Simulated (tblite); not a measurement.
Species: C4H6N (doublet state).
Cartesian coordinates in Å at the GFN2-xTB level; atoms count from 1:
```
atom  x, y, z in Å
N1     2.603   -0.190   -0.719
C2     1.524   -0.391   -0.181
C3     0.259    0.354   -0.399
C4    -1.049   -0.389   -0.327
C5    -0.676    0.560    0.762
H6     1.411   -1.200    0.559
H7     0.355    1.148   -1.127
H8    -1.024   -1.448   -0.118
H9    -1.820   -0.104   -1.026
H10   -0.391    0.156    1.722
H11   -1.187    1.508    0.828
```

Method: GFN2-xTB as coded in tblite; computed harmonic values from a numerical Hessian at the method's own geometry, unscaled. Against measured fundamentals such values can be off by several per cent, at times by over 20. One conformer, not necessarily the lowest. Open shells enter through the occupations alone, without spin polarisation, and single modes of such species can be off by tens of per cent.

Harmonic wavenumbers (cm⁻¹): 105.3, 286.7, 335.0, 424.5, 788.0, 794.4, 854.2, 868.7, 960.9, 1002.9, 1060.4, 1068.8, 1082.5, 1087.6, 1147.6, 1181.6, 1232.5, 1351.3, 1436.7, 1480.8, 1800.8, 2760.6, 3067.2, 3089.2, 3091.4, 3098.0, 3113.5.

A = 16208, B = 3323, C = 3149 MHz; mass 68.050 u (most abundant isotopes); point group Cs, symmetry number 1; spin multiplicity 2.

What is the zero-point energy?

Half the sum of the wavenumbers: 19286 cm⁻¹ = 230.71 kJ/mol.

Entropy at 273.15 K, 1 bar (ideal gas, RRHO, classical rotation)?

Translation 159.67, rotation 103.73, vibration 30.90, spin (R ln 2) 5.76: S = 300.1 J/(mol K).

And Cp and H(273.15 K) − H(0)?

Cp = 77.69 J/(mol K), of which vibrations give 44.43 (their classical limit is 27 R = 224.5); H(273.15 K) − H(0) = 14.14 kJ/mol without the zero-point energy, 5.06 from vibrations.

Blend soft modes into free rotors: weight 1/[1 + (100 cm⁻¹/ν̃)⁴] for the oscillator and the rest for a rotor with moment μB/(μ + B), μ = h/(8π²ν), B = 10⁻⁴⁴ kg m². What vibrational entropy results?

30.07 J/(mol K) in place of 30.90, which changes −T·S at 273.15 K by +0.23 kJ/mol.

Which modes carry the vibrational entropy at 273.15 K?

105.3 cm⁻¹: 13.32; 286.7 cm⁻¹: 5.63; 335.0 cm⁻¹: 4.59; 424.5 cm⁻¹: 3.16; 788.0 cm⁻¹: 0.68; 794.4 cm⁻¹: 0.67 J/(mol K); the other 21 give 2.84 together.

What must be added to the electronic energy to get the Gibbs energy at 273.15 K and 1 bar?

ZPE + [H(273.15 K) − H(0)] − T·S = 230.71 + 14.14 − 81.96 = 162.89 kJ/mol.

Hindered rotation and anharmonicity are outside this model. Other conformers, if any are populated, would add a mixing term that is left out.
